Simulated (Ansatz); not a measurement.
# BNH2 (triplet): wB97M-V, B2PLYP over vertical spin and charge gaps, def2-QZVPP

Aim: run BNH2 (triplet) with these functionals over vertical spin and charge gaps, and hold them against the top wave-function level at the same points.

The runs use Ansatz 0.2.0, Gaussian basis; def2-QZVPP, all electrons in the functionals, frozen cores in the correlation of double hybrids and RPA.

Plan: wB97M-V, B2PLYP, at charge 0, triplet; charge 0, singlet; charge 0, quintet; charge 1, doublet; charge 1, quartet.

2 further runs of the same task are left out: 2 set aside as unsound or not needed.

## (1) The geometry

The geometry is a PBE0/def2-TZVP stationary point (not a proven minimum).

4 atoms, charge 0, spin multiplicity 3.

Atoms are counted from 1 here; the program's logs count them from 0.

Bond lengths: B1–N2 1.376 Å, B1–H3 1.215 Å, N2–H4 1.012 Å. Angles: N2–B1–H3 113.0°, B1–N2–H4 139.9°.

No dispersion term is added; wB97M-V holds VV10 nonlocal correlation.

The geometry shown and the zero of energy belong to the point charge 0, triplet. The yardstick, UCCSD(T), and other wave-function levels (R restricted, U unrestricted, valence and pair active spaces) come from earlier runs.

## (2) wB97M-V, charge 0, triplet

Input file in.yaml:

```yaml
crystal:
  periodic: [false, false, false]
  atoms:
    - {symbol: B, position_ang: [0.000000, -0.124007, 0.773899]}
    - {symbol: N, position_ang: [0.000000, -0.022422, -0.597982]}
    - {symbol: H, position_ang: [0.000000, 0.956413, 1.330586]}
    - {symbol: H, position_ang: [0.000000, 0.685254, -1.321528]}
basis:
  gaussian: {orbitals: "def2-QZVPP.json"}
magnetization: {spin_polarized: true, initial_magnetization: 2}
hamiltonian: {xc: {name: wB97M-V}}
output: {orbitals: {seedname: orbitals}}
```

The run is started by

```sh
$ ansatz run in.yaml --threads 1 --pin off --events-out ev --progress --plain --max-ram 2393MiB
```

The program printed, shortened:

```text
Functional definition: wB97M-V
  name "wB97M-V"
  cite "Mardirossian & Head-Gordon, J. Chem. Phys. 144, 214110 (2016) doi:10.1063/1.4952647"
  cite "Becke, J. Chem. Phys. 107, 8554 (1997) doi:10.1063/1.475007"
  cite "Vydrov & Van Voorhis, J. Chem. Phys. 133, 244103 (2010) doi:10.1063/1.3521275"
  # Of w^i u^j: cxij and so on, Table III.
[...]
  gx(w, u) = 1 - cx + cx01*u + cx10*w
  gss(w, u) = css00 + css04*u^4 + css10*w + css20*w^2 + css43*w^4*u^3
  gos(w, u) = cos00 + cos10*w + (cos20 + cos21*u)*w^2 + (cos60 + cos61*u)*w^6
[...]
      + integral(e_c_pw_mod_opposite_spin*gos(b97_w_opposite, b97_u_opposite)) + vv10(b, c)
496 factors; their error is unknown
153 factors; integrals over basis functions are off by at most 1.7e-5 eV
[...]
mean field -2194.50741895 eV, -80.6466601559 hartree, gradient 1.4e-5 eV, S^2 2.003084; 1 other end points of the search recorded, 0 dependent functions left out
reference -2194.50746317 eV, -80.6466617808 hartree; 8, 6 occupied and 166, 168 virtual orbitals, 496 factors
Total energy: -2194.50746317 eV, -80.6466617808 hartree
```

Wall time 33 s (1 thread of Arm Neoverse N1, shared host); peak memory 0.4 GiB.

From the report: ⟨S²⟩ of the determinant 2.003 (pure triplet: 2.00).

## (3) wB97M-V, charge 0, singlet

in.yaml, as its differences from that of step 2:

```diff
@@ -9,3 +9,3 @@
   gaussian: {orbitals: "def2-QZVPP.json"}
-magnetization: {spin_polarized: true, initial_magnetization: 2}
+magnetization: {spin_polarized: true, initial_magnetization: 0}
 hamiltonian: {xc: {name: wB97M-V}}
```

The command is unchanged.

The program printed, shortened:

```text
Functional definition: wB97M-V
  name "wB97M-V"
  cite "Mardirossian & Head-Gordon, J. Chem. Phys. 144, 214110 (2016) doi:10.1063/1.4952647"
  cite "Becke, J. Chem. Phys. 107, 8554 (1997) doi:10.1063/1.475007"
  cite "Vydrov & Van Voorhis, J. Chem. Phys. 133, 244103 (2010) doi:10.1063/1.3521275"
  # Of w^i u^j: cxij and so on, Table III.
[...]
  gx(w, u) = 1 - cx + cx01*u + cx10*w
  gss(w, u) = css00 + css04*u^4 + css10*w + css20*w^2 + css43*w^4*u^3
  gos(w, u) = cos00 + cos10*w + (cos20 + cos21*u)*w^2 + (cos60 + cos61*u)*w^6
[...]
      + integral(e_c_pw_mod_opposite_spin*gos(b97_w_opposite, b97_u_opposite)) + vv10(b, c)
496 factors; their error is unknown
153 factors; integrals over basis functions are off by at most 1.7e-5 eV
[...]
mean field -2196.44628886 eV, -80.7179123109 hartree, gradient 3.2e-5 eV, S^2 0.000000; 1 other end points of the search recorded, 0 dependent functions left out
reference -2196.44633274 eV, -80.7179139234 hartree; 7, 7 occupied and 167, 167 virtual orbitals, 496 factors
Total energy: -2196.44633274 eV, -80.7179139234 hartree
```

It took 34 s on 1 thread of Arm Neoverse N1, shared host; peak memory 0.39 GiB.

From the report: ⟨S²⟩ of the determinant 0.000 (pure singlet: 0.00).

From charge 0, triplet: -1.939 eV.

## (4) wB97M-V, charge 0, quintet

in.yaml, as its differences from that of step 3:

```diff
@@ -9,3 +9,3 @@
   gaussian: {orbitals: "def2-QZVPP.json"}
-magnetization: {spin_polarized: true, initial_magnetization: 0}
+magnetization: {spin_polarized: true, initial_magnetization: 4}
 hamiltonian: {xc: {name: wB97M-V}}
```

Launched as before.

The program printed, shortened:

```text
Functional definition: wB97M-V
  name "wB97M-V"
  cite "Mardirossian & Head-Gordon, J. Chem. Phys. 144, 214110 (2016) doi:10.1063/1.4952647"
  cite "Becke, J. Chem. Phys. 107, 8554 (1997) doi:10.1063/1.475007"
  cite "Vydrov & Van Voorhis, J. Chem. Phys. 133, 244103 (2010) doi:10.1063/1.3521275"
  # Of w^i u^j: cxij and so on, Table III.
[...]
  gx(w, u) = 1 - cx + cx01*u + cx10*w
  gss(w, u) = css00 + css04*u^4 + css10*w + css20*w^2 + css43*w^4*u^3
  gos(w, u) = cos00 + cos10*w + (cos20 + cos21*u)*w^2 + (cos60 + cos61*u)*w^6
[...]
      + integral(e_c_pw_mod_opposite_spin*gos(b97_w_opposite, b97_u_opposite)) + vv10(b, c)
496 factors; their error is unknown
153 factors; integrals over basis functions are off by at most 1.7e-5 eV
[...]
mean field -2188.92932535 eV, -80.4416689970 hartree, gradient 4.0e-5 eV, S^2 6.006035; 0 other end points of the search recorded, 0 dependent functions left out
reference -2188.92936872 eV, -80.4416705909 hartree; 9, 5 occupied and 165, 169 virtual orbitals, 496 factors
Total energy: -2188.92936872 eV, -80.4416705909 hartree
```

Run time: 15 s. Hardware: 1 thread of Arm Neoverse N1, shared host; peak memory 0.31 GiB.

From the report: ⟨S²⟩ of the determinant 6.006 (pure quintet: 6.00).

From charge 0, triplet: +5.578 eV.

## (5) wB97M-V, charge 1, doublet

in.yaml, as its differences from that of step 4:

```diff
@@ -9,3 +9,4 @@
   gaussian: {orbitals: "def2-QZVPP.json"}
-magnetization: {spin_polarized: true, initial_magnetization: 4}
+total_charge: 1
+magnetization: {spin_polarized: true, initial_magnetization: 1}
 hamiltonian: {xc: {name: wB97M-V}}
```

The command is unchanged.

The program printed, shortened:

```text
Functional definition: wB97M-V
  name "wB97M-V"
  cite "Mardirossian & Head-Gordon, J. Chem. Phys. 144, 214110 (2016) doi:10.1063/1.4952647"
  cite "Becke, J. Chem. Phys. 107, 8554 (1997) doi:10.1063/1.475007"
  cite "Vydrov & Van Voorhis, J. Chem. Phys. 133, 244103 (2010) doi:10.1063/1.3521275"
  # Of w^i u^j: cxij and so on, Table III.
[...]
  gx(w, u) = 1 - cx + cx01*u + cx10*w
  gss(w, u) = css00 + css04*u^4 + css10*w + css20*w^2 + css43*w^4*u^3
  gos(w, u) = cos00 + cos10*w + (cos20 + cos21*u)*w^2 + (cos60 + cos61*u)*w^6
[...]
      + integral(e_c_pw_mod_opposite_spin*gos(b97_w_opposite, b97_u_opposite)) + vv10(b, c)
496 factors; their error is unknown
153 factors; integrals over basis functions are off by at most 1.7e-5 eV
[...]
mean field -2186.07817642 eV, -80.3368912064 hartree, gradient 1.2e-5 eV, S^2 0.761406; 1 other end points of the search recorded, 0 dependent functions left out
reference -2186.07821359 eV, -80.3368925723 hartree; 7, 6 occupied and 167, 168 virtual orbitals, 496 factors
Total energy: -2186.07821359 eV, -80.3368925723 hartree
```

It took 36 s on 1 thread of Arm Neoverse N1, shared host; peak memory 0.39 GiB.

From the report: ⟨S²⟩ of the determinant 0.761 (pure doublet: 0.75).

From charge 0, triplet: +8.429 eV.

## (6) wB97M-V, charge 1, quartet

in.yaml, as its differences from that of step 5:

```diff
@@ -10,3 +10,3 @@
 total_charge: 1
-magnetization: {spin_polarized: true, initial_magnetization: 1}
+magnetization: {spin_polarized: true, initial_magnetization: 3}
 hamiltonian: {xc: {name: wB97M-V}}
```

Launched as before.

The program printed, shortened:

```text
Functional definition: wB97M-V
  name "wB97M-V"
  cite "Mardirossian & Head-Gordon, J. Chem. Phys. 144, 214110 (2016) doi:10.1063/1.4952647"
  cite "Becke, J. Chem. Phys. 107, 8554 (1997) doi:10.1063/1.475007"
  cite "Vydrov & Van Voorhis, J. Chem. Phys. 133, 244103 (2010) doi:10.1063/1.3521275"
  # Of w^i u^j: cxij and so on, Table III.
[...]
  gx(w, u) = 1 - cx + cx01*u + cx10*w
  gss(w, u) = css00 + css04*u^4 + css10*w + css20*w^2 + css43*w^4*u^3
  gos(w, u) = cos00 + cos10*w + (cos20 + cos21*u)*w^2 + (cos60 + cos61*u)*w^6
[...]
      + integral(e_c_pw_mod_opposite_spin*gos(b97_w_opposite, b97_u_opposite)) + vv10(b, c)
496 factors; their error is unknown
153 factors; integrals over basis functions are off by at most 1.7e-5 eV
[...]
mean field -2183.14934644 eV, -80.2292586900 hartree, gradient 4.1e-5 eV, S^2 3.755364; 0 other end points of the search recorded, 0 dependent functions left out
reference -2183.14938561 eV, -80.2292601292 hartree; 8, 5 occupied and 166, 169 virtual orbitals, 496 factors
Total energy: -2183.14938561 eV, -80.2292601292 hartree
```

Run time: 15 s. Hardware: 1 thread of Arm Neoverse N1, shared host; peak memory 0.31 GiB.

From the report: ⟨S²⟩ of the determinant 3.755 (pure quartet: 3.75).

From charge 0, triplet: +11.358 eV.

## (7) B2PLYP, charge 0, triplet

in.yaml, as its differences from that of step 6:

```diff
@@ -9,5 +9,4 @@
   gaussian: {orbitals: "def2-QZVPP.json"}
-total_charge: 1
-magnetization: {spin_polarized: true, initial_magnetization: 3}
-hamiltonian: {xc: {name: wB97M-V}}
-output: {orbitals: {seedname: orbitals}}
+magnetization: {spin_polarized: true, initial_magnetization: 2}
+hamiltonian: {xc: {name: B2PLYP}}
+correlation: {electrons: outside_noble_gas}
```

Same command.

The program printed, shortened:

```text
Functional definition: B2PLYP
  name "B2PLYP"
  cite "Grimme, J. Chem. Phys. 124, 034108 (2006) doi:10.1063/1.2148954"
  cite "Becke, Phys. Rev. A 38, 3098 (1988) doi:10.1103/PhysRevA.38.3098"
  cite "Lee, Yang & Parr, Phys. Rev. B 37, 785 (1988) doi:10.1103/PhysRevB.37.785"
[...]
1051 factors; integrals over basis functions are off by at most 9.4e-4 eV
[...]
mean field -2191.47949659 eV, -80.5353860616 hartree, gradient 6.6e-6 eV, S^2 2.005914; 2 other end points of the search recorded, 0 dependent functions left out
2 core orbitals not correlated: weight in the atoms' cores, before any rotation towards them, 1.000 or more for the frozen orbitals, at most 0.000 for the correlated occupied ones
reference -2191.47962751 eV, -80.5353908726 hartree; 6, 4 occupied and 166, 168 virtual orbitals, 1051 factors
second order -8.84377920 eV of doubles, -0.00000000 eV of singles
Total energy: -2193.86744789 eV, -80.6231416532 hartree
```

Wall time 15 s (1 thread of Arm Neoverse N1, shared host); peak memory 0.33 GiB.

From the report: ⟨S²⟩ of the determinant 2.006 (pure triplet: 2.00).

## (8) B2PLYP, charge 0, singlet

in.yaml, as its differences from that of step 7:

```diff
@@ -9,3 +9,3 @@
   gaussian: {orbitals: "def2-QZVPP.json"}
-magnetization: {spin_polarized: true, initial_magnetization: 2}
+magnetization: {spin_polarized: true, initial_magnetization: 0}
 hamiltonian: {xc: {name: B2PLYP}}
```

The command is unchanged.

The program printed, shortened:

```text
Functional definition: B2PLYP
  name "B2PLYP"
  cite "Grimme, J. Chem. Phys. 124, 034108 (2006) doi:10.1063/1.2148954"
  cite "Becke, Phys. Rev. A 38, 3098 (1988) doi:10.1103/PhysRevA.38.3098"
  cite "Lee, Yang & Parr, Phys. Rev. B 37, 785 (1988) doi:10.1103/PhysRevB.37.785"
[...]
1051 factors; integrals over basis functions are off by at most 9.4e-4 eV
[...]
mean field -2192.65794146 eV, -80.5786931117 hartree, gradient 7.0e-6 eV, S^2 0.382774; 8 other end points of the search recorded, 0 dependent functions left out
2 core orbitals not correlated: weight in the atoms' cores, before any rotation towards them, 1.000 or more for the frozen orbitals, at most 0.000 for the correlated occupied ones
reference -2192.65806974 eV, -80.5786978261 hartree; 5, 5 occupied and 167, 167 virtual orbitals, 1051 factors
second order -10.89435557 eV of doubles, -0.00000000 eV of singles
Total energy: -2195.59954575 eV, -80.6867950754 hartree
```

Wall time 38 s (1 thread of Arm Neoverse N1, shared host); peak memory 0.38 GiB.

From the report: ⟨S²⟩ of the determinant 0.383 (pure singlet: 0.00).

From charge 0, triplet: -1.732 eV.

## (9) B2PLYP, charge 0, quintet

in.yaml, as its differences from that of step 8:

```diff
@@ -9,3 +9,3 @@
   gaussian: {orbitals: "def2-QZVPP.json"}
-magnetization: {spin_polarized: true, initial_magnetization: 0}
+magnetization: {spin_polarized: true, initial_magnetization: 4}
 hamiltonian: {xc: {name: B2PLYP}}
```

Launched as before.

The program printed, shortened:

```text
Functional definition: B2PLYP
  name "B2PLYP"
  cite "Grimme, J. Chem. Phys. 124, 034108 (2006) doi:10.1063/1.2148954"
  cite "Becke, Phys. Rev. A 38, 3098 (1988) doi:10.1103/PhysRevA.38.3098"
  cite "Lee, Yang & Parr, Phys. Rev. B 37, 785 (1988) doi:10.1103/PhysRevB.37.785"
[...]
1051 factors; integrals over basis functions are off by at most 9.4e-4 eV
[...]
mean field -2186.23014193 eV, -80.3424758358 hartree, gradient 3.7e-6 eV, S^2 6.010310; 0 other end points of the search recorded, 0 dependent functions left out
2 core orbitals not correlated: weight in the atoms' cores, before any rotation towards them, 1.000 or more for the frozen orbitals, at most 0.000 for the correlated occupied ones
reference -2186.23027073 eV, -80.3424805692 hartree; 7, 3 occupied and 165, 169 virtual orbitals, 1051 factors
second order -7.55664157 eV of doubles, -0.00000000 eV of singles
Total energy: -2188.27056395 eV, -80.4174599621 hartree
```

It took 11 s on 1 thread of Arm Neoverse N1, shared host; peak memory 0.33 GiB.

From the report: ⟨S²⟩ of the determinant 6.010 (pure quintet: 6.00).

From charge 0, triplet: +5.597 eV.

## (10) B2PLYP, charge 1, doublet

in.yaml, as its differences from that of step 9:

```diff
@@ -9,3 +9,4 @@
   gaussian: {orbitals: "def2-QZVPP.json"}
-magnetization: {spin_polarized: true, initial_magnetization: 4}
+total_charge: 1
+magnetization: {spin_polarized: true, initial_magnetization: 1}
 hamiltonian: {xc: {name: B2PLYP}}
```

The command is unchanged.

The program printed, shortened:

```text
Functional definition: B2PLYP
  name "B2PLYP"
  cite "Grimme, J. Chem. Phys. 124, 034108 (2006) doi:10.1063/1.2148954"
  cite "Becke, Phys. Rev. A 38, 3098 (1988) doi:10.1103/PhysRevA.38.3098"
  cite "Lee, Yang & Parr, Phys. Rev. B 37, 785 (1988) doi:10.1103/PhysRevB.37.785"
[...]
1051 factors; integrals over basis functions are off by at most 9.4e-4 eV
[...]
mean field -2182.90093929 eV, -80.2201298956 hartree, gradient 4.3e-6 eV, S^2 0.774391; 5 other end points of the search recorded, 0 dependent functions left out
2 core orbitals not correlated: weight in the atoms' cores, before any rotation towards them, 1.000 or more for the frozen orbitals, at most 0.000 for the correlated occupied ones
reference -2182.90105164 eV, -80.2201340242 hartree; 5, 4 occupied and 167, 168 virtual orbitals, 1051 factors
second order -8.79237492 eV of doubles, -0.00000000 eV of singles
Total energy: -2185.27499286 eV, -80.3073747551 hartree
```

Wall time 44 s (1 thread of Arm Neoverse N1, shared host); peak memory 0.43 GiB.

From the report: ⟨S²⟩ of the determinant 0.774 (pure doublet: 0.75).

From charge 0, triplet: +8.592 eV.

## (11) B2PLYP, charge 1, quartet

in.yaml, as its differences from that of step 10:

```diff
@@ -10,3 +10,3 @@
 total_charge: 1
-magnetization: {spin_polarized: true, initial_magnetization: 1}
+magnetization: {spin_polarized: true, initial_magnetization: 3}
 hamiltonian: {xc: {name: B2PLYP}}
```

Same command.

The program printed, shortened:

```text
Functional definition: B2PLYP
  name "B2PLYP"
  cite "Grimme, J. Chem. Phys. 124, 034108 (2006) doi:10.1063/1.2148954"
  cite "Becke, Phys. Rev. A 38, 3098 (1988) doi:10.1103/PhysRevA.38.3098"
  cite "Lee, Yang & Parr, Phys. Rev. B 37, 785 (1988) doi:10.1103/PhysRevB.37.785"
[...]
1051 factors; integrals over basis functions are off by at most 9.4e-4 eV
[...]
mean field -2180.65745014 eV, -80.1376831898 hartree, gradient 9.1e-6 eV, S^2 3.758821; 0 other end points of the search recorded, 0 dependent functions left out
2 core orbitals not correlated: weight in the atoms' cores, before any rotation towards them, 1.000 or more for the frozen orbitals, at most 0.000 for the correlated occupied ones
reference -2180.65756727 eV, -80.1376874945 hartree; 6, 3 occupied and 166, 169 virtual orbitals, 1051 factors
second order -6.74684498 eV of doubles, -0.00000000 eV of singles
Total energy: -2182.47921542 eV, -80.2046318290 hartree
```

Run time: 10 s. Hardware: 1 thread of Arm Neoverse N1, shared host; peak memory 0.32 GiB.

From the report: ⟨S²⟩ of the determinant 3.759 (pure quartet: 3.75).

From charge 0, triplet: +11.388 eV.

## (12) The comparison

No level is safe as a reference over these points; UCCSD(T) serves as a yardstick only. It comes from earlier runs at the same points. Energies in eV, counted from charge 0, triplet; blanks weren't run or aren't comparable.

```
   level  triplet to singlet  triplet to quintet  ionisation to the doublet cation  ionisation to the quartet cation
UCCSD(T)                                   5.522                             8.589                            11.398
 wB97M-V              -1.939               5.578                             8.429                            11.358
  B2PLYP              -1.732               5.597                             8.592                            11.388
```

Largest miss and mean time a point (UCCSD(T) took 50 s a point; shared hosts):

```csv
level,largest miss (eV),where,time a point
wB97M-V,-0.160,ionisation to the doublet cation,26 s
B2PLYP,+0.075,triplet to quintet,23 s
```

## (13) Outcome

| quantity | value |
| --- | --- |
| triplet to quintet, UCCSD(T) | 5.522 eV |
| ionisation to the doublet cation, UCCSD(T) | 8.589 eV |
| ionisation to the quartet cation, UCCSD(T) | 11.398 eV |
| largest miss, wB97M-V | -0.160 eV (ionisation to the doublet cation) |
| largest miss, B2PLYP | +0.075 eV (triplet to quintet) |

What this shows: Misses are known at 3 of 4 points at best, and only functionals with that many are ranked. Of the functionals, B2PLYP keep the smallest largest miss at the points compared (at most 0.075 eV) and wB97M-V strays most (0.160 eV, at ionisation to the doublet cation). B2PLYP clearly breaks the spin symmetry at some points (⟨S²⟩ up to 0.38 above the pure value), so energy there is bought with a mixed spin. Functionals and the yardstick converge differently with the basis, so part of each miss in def2-QZVPP is the basis. The yardstick itself may be off where one determinant is a poor start.
